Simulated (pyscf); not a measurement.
Optimised with ωB97X-D3(BJ)/def2-SVP in PySCF.

Q: H₂Ga–SeH (SMILES [GaH2][SeH]) + HF (SMILES F) → F–GaH–SeH (SMILES [F][GaH][SeH]) + H₂ (SMILES [H][H])
Surface: singlet. Broken: Ga–H, F–H. Formed: F–Ga, H–H. Give ΔE‡ and ΔE from ωB97M-D3(BJ)/def2-TZVP, relative to the separated reactants.

A: ΔE‡ = 8.1 kcal/mol, ΔE = -17.7 kcal/mol. Zero-point energy shifts the barrier by +0.1 kcal/mol. It is a four-centre exchange, with an imaginary mode of 1073i cm⁻¹. On the reactant side the descent ends in a complex (not fully relaxed), 5.9 kcal/mol under the separated species and 13.0 kcal/mol under the saddle at ωB97X-D3(BJ)/def2-TZVP. At the saddle there is also a short Ga–H contact that neither side keeps. The same reactants have a lower exit, to H₂Se + F–GaH₂ (highest point, the separated products, at +1.7 kcal/mol at ωB97M-D3(BJ)/def2-TZVP, against +8.1 kcal/mol here). This is the saddle that the search found; another between the same sides may lie lower. Elements up to Kr have no core potential and no relativistic terms here.
